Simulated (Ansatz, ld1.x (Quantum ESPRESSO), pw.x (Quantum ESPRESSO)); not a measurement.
# aluminium (Al): does the PAW potential hold in the solid?

- Element: aluminium
- Generator: ld1.x (Quantum ESPRESSO) 7.5
- Type: PAW
- Functional: LDA (PW92)
- Relativity: scalar-relativistic
- Frozen core: [Ne]
- Valence charge: 3
- Reference configuration: 3s2 3p1
- Partial waves: 3s (bound): rcut 1.50, rcutus 2.00 bohr; 3s channel at 3.25 Ry: rcut 1.50, rcutus 2.00 bohr; 3p (bound): rcut 2.20, rcutus 2.35 bohr; 3p channel at 3.35 Ry: rcut 2.20, rcutus 2.35 bohr; 3d channel at -0.2 Ry: rcut 2.30, rcutus 2.45 bohr; 3d channel at 0.45 Ry: rcut 2.30, rcutus 2.45 bohr
- Local potential: all-electron potential smoothed inside 2.40 bohr (lloc = -1)
- Core correction: a·sin(br)/r model core, default radius (core density twice the valence density)
- Augmentation charge: PSQ, radius 1.25 bohr

Crystal test: bcc Al in pw.x 7.5, no spin, 14³ k-points, Fermi–Dirac smearing 0.01 Ry, cutoffs 40/400 Ry. The reference is all-electron LAPW (Ansatz 0.2.0) with the same functional, mesh and smearing; V0 and B0 come from Birch–Murnaghan fits to the pressures at five volumes. Errors are pseudo minus all-electron; Δ is the rms difference of the E(V) curves that follow from these fits, minima aligned, over ±6 % about the mean V0. Mesh and smearing are coarse, so the numbers serve the comparison and aren't converged zero-temperature values; the lattice is a test structure that the element need not adopt.

| V (Å³/atom) | P all-electron (GPa) | P pseudo (GPa) |
| --- | --- | --- |
| 15.411 | 4.35 | 4.45 |
| 15.816 | 2.08 | 2.16 |
| 16.222 | 0.10 | 0.16 |
| 16.628 | -1.63 | -1.59 |
| 17.033 | -3.14 | -3.12 |

All-electron: a0 = 3.191 Å (V0 = 16.24 Å³/atom), B0 = 73.6 GPa.

Pseudopotential: mean pressure error (GPa): +0.06; a0 (Å): 3.192; a0 error (%): +0.03; B0 error (%): +0.6; Δ (meV/atom): 0.2.

Question: At the middle volume, how do free energy and pressure move when the wave cutoff is lowered (ecutrho held at 400 Ry)?

Answer:

| cutoff (Ry) | shift of F (meV/atom) | shift of P (GPa) |
| --- | --- | --- |
| 18 | +1.6 | -0.04 |
| 24 | +0.7 | -0.00 |
| 32 | +0.2 | -0.01 |

The run at the middle volume (104 k-points, 4 iterations) took about 6 s on one core of a shared host (Intel(R) Xeon(R) Platinum 8375C CPU @ 2.90GHz, 96 threads, 744 GiB, load 39).
